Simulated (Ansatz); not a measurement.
System: GeS (Pnma, No. 62). Method: PBEsol (Ansatz, a quantum-chemistry and plane-wave program, plane waves, PAW).

Output (set-up and result lines):

```
Relaxation: its limit of steps is 80 (relax.max_steps)
Crystal: 8 atoms, lattice volume = 159.730 Å³
Basis set: ecut = 520 eV, 4269 PW (Γ), exchange–correlation on 60×64×160 points (8 copies of the dense FFT grid, shifted against one another)
Bands: 48, of which v1, the nominal top of the filled ones, is band 40 counted from 1 (39 counted from 0)
Symmetry: 8 space group operations
Space group: Pnma (ITA 62), of the structure as read, at distance tolerance 5.4e-5 Å
k-points: 288 of 1344
Functional: x = pbesol(κ = 0.804, μ = 0.12345679012345678), c = pbesol(β = 0.046)
SCF iter   1: F=—  HF=-20556.038040 eV  |F-HF|=—  |Δ(HF+E_count)|=         —  Δρ=5.29e-3  dr2=8.00e-2
SCF iter   2: F=—  HF=-20556.014716 eV  |F-HF|=—  |Δ(HF+E_count)|=   2.33e-2  Δρ=1.65e-3  dr2=4.71e-3
  ...
SCF 1 converged in 7 iterations: F = -20556.013986 eV  dr2 = 5.72e-9
Crystal: 8 atoms, lattice volume = 159.730 Å³
Initial density: handed on by an earlier stage of this run
SCF 2 converged in 5 iterations: F = -20556.017690 eV  dr2 = 1.86e-7
  ...
SCF 6 converged in 5 iterations: F = -20556.020502 eV  dr2 = 9.41e-10
Crystal: 8 atoms, lattice volume = 159.730 Å³
SCF 7 converged in 5 iterations: F = -20556.020534 eV  dr2 = 2.03e-9
Crystal: 8 atoms, lattice volume = 159.730 Å³
SCF 8 converged in 5 iterations: F = -20556.020545 eV  dr2 = 4.49e-10
Crystal: 8 atoms, lattice volume = 159.730 Å³
SCF iter   4: F=—  HF=-20556.020548 eV  |F-HF|=—  |Δ(HF+E_count)|=   1.45e-7  Δρ=3.46e-7  dr2=1.00e-10
SCF iter   5: F=-20556.020548 eV  HF=-20556.020548 eV  |F-HF|=3.64e-12  |Δ(HF+E_count)|=  1.75e-10  Δρ=8.73e-8  dr2=8.44e-12
SCF 9 converged in 5 iterations: F = -20556.020548 eV  dr2 = 8.44e-12
SCF converged after 5 iterations
Free energy (F): -20556.020548 eV
Internal energy: -20556.020546 eV  (E = F + TS)
E sigma→0 (E₀):  -20556.020547 eV
Fermi energy:    8.346912 eV
--- Stress (GPa, compression-positive) ---
       -0.668183       0.000000       0.000000
        0.000000      -0.670267       0.000000
        0.000000       0.000000      -0.671195
  P = ⅓ Tr σ = -0.6699 GPa (-6.699 kbar)
```

**Question.** Write an input file that could have produced this run (the log leaves some choices open).

**Answer.** Several could match; the one computed here: 
Ansatz 0.2 input:
```yaml
crystal:
  lattice:
    - [3.6862055913, 0.0, 0.0]
    - [0.0, 4.1825329843, 0.0]
    - [0.0, 0.0, 10.3601797094]
  atoms:
    - { symbol: Ge, position: [0.25, 0.3794062265, 0.3807884777] }
    - { symbol: Ge, position: [0.25, 0.1205937735, 0.8807884777] }
    - { symbol: Ge, position: [0.75, 0.6205937735, 0.6192115223] }
    - { symbol: Ge, position: [0.75, 0.8794062265, 0.1192115223] }
    - { symbol: S, position: [0.25, 0.494854196, 0.1477379497] }
    - { symbol: S, position: [0.25, 0.005145804, 0.6477379497] }
    - { symbol: S, position: [0.75, 0.505145804, 0.8522620503] }
    - { symbol: S, position: [0.75, 0.994854196, 0.3522620503] }
basis:
  ecutwfc: 520
  ecutrho_ratio: 4
  xc_grid: 2
kpoints:
  mp_grid: { grid: [16, 14, 6] }
hamiltonian:
  xc: pbesol
  dispersion: none
  pseudopotentials: { kind: paw }
scf:
  occupations: { method: fermi_dirac, width: 0.05 }
output:
  forces: true
  stress: true
  eigenvalues: true
relax:
  f_tol: 0.004
  escape_saddle: false
  max_steps: 80
  cell: { stress_tol: 0.02, fix: [volume] }
```

The cell is one volume of an energy–volume scan, off the minimum.

The PAW data were made under PBE.

Note: the cell comes from a level without a dispersion term, which matters for the spacing of layers, chains or molecules.
